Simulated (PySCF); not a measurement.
Calculation: PBE-D3(BJ)/def2-TZVP // PBE0-D3(BJ)/def2-TZVP run with PySCF. All species are isolated molecules in the gas phase. 

Reference species (SMILES): `[NH2]` (neutral, multiplicity 2).

* **highest occupied spin orbital**: -7.06 eV

Changed species: `C[CH2]` (radical fragment; the reference has radical fragment).

**Question.** Predict the effect on the highest occupied spin orbital.

**Answer.** the highest occupied spin orbital goes up by 2.52 eV, to -4.54 eV.
